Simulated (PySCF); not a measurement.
# Level of theory and proton affinities: 1-methylimidazole

Structure: `Cn1ccnc1` (C4H6N2). Atom numbers as in the mapped SMILES `[CH3:1][n:2]1[cH:3][cH:4][n:5][cH:6]1`. These are map numbers, not IUPAC locants.

All levels share the PBE0-D3(BJ)/def2-SVP structures and the GFN2-xTB thermal terms; only the single-point energies (PySCF) change. Values are proton affinities (298 K, kJ/mol).

Measured (NIST Chemistry WebBook): proton affinity (−ΔH) 960 kJ/mol.

| level | N5 | N2 | time |
| --- | --- | --- | --- |
| M06/def2-TZVP (grid 3) | 964 | 749 | 2.2 min |
| PBE0-D3(BJ)/6-31+G* | 966 | 751 | 23 s |
| PBE-D3(BJ)/def2-TZVP | 969 | 754 | 120 s |
| PBE0-D3(BJ)/6-311+G** | 974 | 758 | 39 s |
| PBE0-D3(BJ)/def2-TZVP | 977 | 759 | – |
| PBE0-D3(BJ)/cc-pVDZ | 982 | 763 | 24 s |
| PBE0-D3(BJ)/6-31G* | 983 | 765 | 17 s |
| PBE0-D3(BJ)/def2-SVP | 985 | 749 | 22 s |
| PBE0-D3(BJ)/6-31G | 1015 | 761 | 11 s |

Times are wall times for all single points of a level on 1 thread of Arm Neoverse N1, a shared host; the dash marks the run that also made the structures. PBE ran on a slower path of this set-up, which computes the density-fitting integrals anew in every SCF cycle while the other levels store them. So the times needn't show the usual order of cost, and those levels read slower than they are.

The widest spread is that of N5: 50 kJ/mol, from 964 to 1015.

Differences come from unrounded values, so a last digit can differ from that of the printed terms.
